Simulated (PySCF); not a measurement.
## `[BH]`, BH

Molfile (atoms numbered from 1):
```
BH
     RDKit          3D

  2  1  0  0  0  0  0  0  0  0999 V2000
    0.6237   -0.0007   -0.0011 B   0  0  0  0  0  1  0  0  0  0  0  0
   -0.6286    0.0072   -0.0105 H   0  0  0  0  0  0  0  0  0  0  0  0
  1  2  1  0
M  RAD  1   1   3
M  END
```

Level of theory: GIAO B97-2/aug-pcSseg-2 magnetisability, rotational g tensor and spin-rotation constants, non-relativistic, gas phase in PySCF 2.14.0. Geometry: PBE0-D3(BJ)/def2-SVP.

Question: How diamagnetic is it, and how anisotropic?

Answer: Isotropic 246 × 10⁻³⁰ J/T², or 14.8 × 10⁻⁶ cm³/mol; principal values -198, 468, 468 × 10⁻³⁰ J/T², anisotropy 666 × 10⁻³⁰ J/T² (root of half the summed squared differences of the principal values). The susceptibility is in cgs units.

Question: Split it along the inertial axes a, b, c into diamagnetic and paramagnetic parts about the centre of mass, with the quadrupole moment.

Answer: 
```tsv
axis	χ (10⁻⁶ cm³/mol)	diamagnetic (10⁻⁶ cm³/mol)	paramagnetic (10⁻⁶ cm³/mol)	summed x² of all electrons (Å²)	quadrupole Θ (D Å)
a	-11.9	-11.9	0.0	3.5	-3.41
b	28.2	-20.7	48.9	1.4	+1.71
c	28.2	-20.7	48.9	1.4	+1.71
```
Anisotropies 2χaa − χbb − χcc = -80.2 and 2χbb − χaa − χcc = +40.1 × 10⁻⁶ cm³/mol. Θ is traceless in Buckingham's convention.

Question: And the rotational g tensor?

Answer: 
```csv
axis,rotational constant (GHz),g,nuclear part,electronic part
b,348.9786,-7.0673,0.9540,-8.0213
c,348.9786,-7.0673,0.9540,-8.0213
```
Linear; isotopes 11B, 1H; no vibrational averaging.
